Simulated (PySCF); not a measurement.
## A search over the determinants of Al₂

Unrestricted PBE0; PySCF, no relativity, basis sets Al 3-21G. Outer shells of the fragments: Al 3s2 3p1; Al 3s2 3p1.

Followed along the bond (rough minima from three points):

```csv
2Ms+1,unpaired,⟨S²⟩ at the start,R at minimum (Å),Te (eV)
3,"σ ↑, π ↑",2.00,2.79,0.00
3,π ↑↑,2.00,2.53,0.12
1,"σ ↓, π ↑",1.02,2.78,0.16
1,π ↑↓,1.00,2.54,0.32
1,none,0.00,2.57,0.81
```

Solutions found at the starting distance of 2.390 Å, counted from the lowest of them; the search is not exhaustive and high or unbound solutions are not listed, so other states can lie among these:

| 2Ms+1 | unpaired | term | E (eV) | ⟨S²⟩ | ⟨Lz²⟩ |
| --- | --- | --- | --- | --- | --- |
| 3 | π ↑↑ | ³Σ⁻ | 0.00 | 2.00 | 0.00 |
| 1 | π ↑↓ | mixed | 0.21 | 1.00 | 2.00 |
| 3 | σ ↑, π ↑ | ³Π | 0.23 | 2.00 | 1.00 |
| 1 | σ ↓, π ↑ | mixed | 0.38 | 1.02 | 1.00 |
| 1 | none | mixed | 0.73 | 0.00 | 2.00 |
| 3 | σ ↑↑, π ↑↓ | mixed | 2.03 | 3.00 | 2.00 |
| 3 | π ↑↑ | mixed | 2.30 | 2.00 | 2.00 |
| 1 | σ ↓↓, π ↑↑ | mixed | 2.39 | 2.00 | 0.00 |
| 3 | σ ↑, π ↑ | ³Π | 2.72 | 2.02 | 1.00 |
| 1 | σ ↓, π ↑ | mixed | 3.11 | 1.02 | 1.00 |

A term symbol is given only where ⟨S²⟩ and ⟨Lz²⟩ are close to those of a pure state; the other rows mix spins, or terms through real π, δ and φ orbitals, and g/u labels are left off.

Problem. Compare the gap between the two lowest followed solutions at the starting distance with the gap between their minima.

Solution. At PBE0 the second solution (triplet, unpaired electrons π ↑↑) lies -0.23 eV from the first (triplet, unpaired electrons σ ↑, π ↑) at 2.390 Å and +0.12 eV at the minima; the two curves relax by different amounts, since their minima lie near 2.53 and 2.79 Å.

Counting both spins, an empty level lies below a filled one in some of these solutions, because spin and occupation are held. 3-21G is very small, so such numbers show the basis as much as the molecule.
